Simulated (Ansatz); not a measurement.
# CH7AlS: the cost of one run

Program: Ansatz 0.2.0. Level of theory: RKS revPBE-D4/6-31G*. These are calculated values, not measurements.

### Step 1. The starting structure

Bond lengths: Al1–C2 2.320 Å, C2–H3 1.110 Å, C2–H4 1.110 Å, C2–H5 1.110 Å, Al1–H6 1.560 Å, Al1–H7 1.560 Å, Al1–S8 2.560 Å, S8–H9 1.400 Å. Angles: Al1–C2–H3 109.5°, Al1–C2–H4 109.5°, Al1–C2–H5 109.5°, H3–C2–H4 109.4°, H3–C2–H5 109.4°, H4–C2–H5 109.4°, C2–Al1–H6 120.0°, C2–Al1–H7 120.0°, C2–Al1–S8 71.6°, H6–Al1–H7 120.0°, H6–Al1–S8 105.6°, H7–Al1–S8 92.7°, Al1–S8–H9 109.5°.

Coordinates:

```xyz
10

Al    0.0000    0.0000    0.0000
C     0.0000    0.0000    2.3200
H    -0.9996   -0.3092    2.6905
H     0.7676   -0.7111    2.6905
H     0.2320    1.0203    2.6905
H     1.3510    0.0000   -0.7800
H    -1.3510    0.0000   -0.7800
S    -0.3279   -2.4072    0.8072
H    -0.8871   -3.1733   -0.2225
H    -0.1781   -1.3077    2.0282
```

### Step 2. Pulling towards end A

Springs on the bonds that form and break draw the guess towards this end; the thresholds are loose.

Input file input.yaml:

```yaml
crystal:
  periodic: [false, false, false]
  atoms:
    - { symbol: Al, position_ang: [0.0, 0.0, 0.0] }
    - { symbol: C, position_ang: [0.0, 0.0, 2.32] }
    - { symbol: H, position_ang: [-0.9996, -0.3092, 2.6905] }
    - { symbol: H, position_ang: [0.7676, -0.7111, 2.6905] }
    - { symbol: H, position_ang: [0.232, 1.0203, 2.6905] }
    - { symbol: H, position_ang: [1.351, 0.0, -0.78] }
    - { symbol: H, position_ang: [-1.351, 0.0, -0.78] }
    - { symbol: S, position_ang: [-0.3279, -2.4072, 0.8072] }
    - { symbol: H, position_ang: [-0.8871, -3.1733, -0.2225] }
    - { symbol: H, position_ang: [-0.1781, -1.3077, 2.0282] }
basis:
  gaussian: { orbitals: "6-31G*" }
hamiltonian:
  xc: revpbe
  dispersion: d4
relax:
  f_tol: 0.15
  max_steps: 25
  restrain:
    - { distance: [0, 7], at: 3.46, k: 30.0 }
    - { distance: [9, 1], at: 2.31, k: 30.0 }
    - { distance: [0, 1], at: 1.97, k: 30.0 }
    - { distance: [9, 7], at: 1.4, k: 30.0 }
output:
  orbitals: {}
```

On the command line:

```
$ ansatz run input.yaml --threads 1 --pin off --max-ram 2048MiB --backend cpu --events-out ev --progress --plain --runs-dir out
```

What time and memory should one allow on 1 thread of Arm Neoverse V2, shared host?

About 24 s, with a peak of 0.13 GiB.
